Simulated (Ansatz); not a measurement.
CH5Al (AlH2Me): methods side by side

CH5Al: 7 atoms, total charge 0, spin state singlet. As SMILES, `[H][Al]([H])[CH3]`. Geometry: a GFN2-xTB relaxation, a rough one for these elements and not checked as a minimum.

Each level gives the vertical energy of the triplet above the singlet (eV). The values are calculated.

```tsv
level	kind	program	value (eV)	less FCI/STO-3G	CPU time (all runs)
HF/STO-3G	Hartree–Fock	Ansatz	8.39	+0.10	0.32 s
BLYP/STO-3G	GGA	Ansatz	7.50	-0.79	5.4 s
PBE/STO-3G	GGA	Ansatz	7.42	-0.87	5.1 s
r2SCAN/STO-3G	meta-GGA	Ansatz	7.61	-0.68	16 s
wB97M-V/STO-3G	range-separated hybrid	Ansatz	8.27	-0.02	86 s
MP2/STO-3G	perturbation theory	Ansatz	8.55	+0.26	0.31 s
CCSDT(Q)/STO-3G	coupled cluster or CI	Ansatz	8.29	0.00	1.4 s
FCI/STO-3G	exact in the basis	Ansatz	8.29	0.00	33 s
```

FCI/STO-3G is exact within its basis and frozen core, so for wave-function methods in that basis the difference is their error; functionals converge differently with the basis, so for them it is only a difference. The values span 7.42 to 8.55 eV. A triplet this far above the singlet is often a Rydberg-like or dissociative state; sets without diffuse functions put Rydberg states too high. All rows use very small basis sets, so even the best lies far from the true value. Times are those of the runs behind each value, whatever else they computed, on shared processors of several kinds: orders of magnitude only.
